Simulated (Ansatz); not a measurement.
Born–Oppenheimer molecular dynamics of BH6P (8 atoms, charge 0, multiplicity 1). It starts at the highest image of a converged band. Of that band: The profile has 2 maxima (images 2, 4) with wells between them (image 3): this band takes more than one step, which may be the mechanism or a detour left from its start path. A vibrational analysis at the climbing image gives one clearly imaginary mode, 633i cm⁻¹: a first-order saddle point.

Computed with RKS PBE-D4/def2-mTZVP (Ansatz).

```
ensemble                      : NVE (velocity Verlet)
time step                     : 0.5 fs
steps asked                   : 200
starting velocities drawn for : 100 K
seed                          : 11645
```

First frame:

```xyz
8
Properties=species:S:1:pos:R:3
B -0.063 -0.291 0.186
H 0.102 0.500 1.146
H 0.845 -0.163 -0.579
H -1.230 -0.192 -0.071
P -0.104 -2.366 0.855
H -0.170 -2.630 -0.550
H 1.315 -2.587 0.892
H 0.203 -0.693 1.364
```

**Question.** How far do the bonds stretch over the last three quarters of this one trajectory? (Pairs bonded in most of those frames.)

**Answer.** 
```tsv
bond	mean (Å)	spread (Å)	shortest	longest
B1–H2	1.208	0.030	1.16	1.26
B1–H3	1.199	0.006	1.19	1.21
B1–H4	1.202	0.008	1.19	1.22
P5–H6	1.431	0.012	1.41	1.45
P5–H7	1.440	0.007	1.43	1.45
P5–H8	1.489	0.037	1.44	1.58
```

Mean temperature of the second half: 290 K. The conserved energy stayed within 0.048 meV per atom of its start (net change 0.017 meV per atom), so the integration is sound. The kinetic energy rose, since the run started high on the potential surface and went downhill. It ends in pieces (BH3 + H3P), so much of that is their flight and rotation, not heat. A run of 0.1 ps of so small a system gives no equilibrium averages. The orbitals stay closed-shell, which can raise the energy where a bond breaks towards radicals; this wasn't checked here.

Run time: 3.9 min on 1 thread of Arm Neoverse V2 (shared host), peak memory 0.097 GiB.
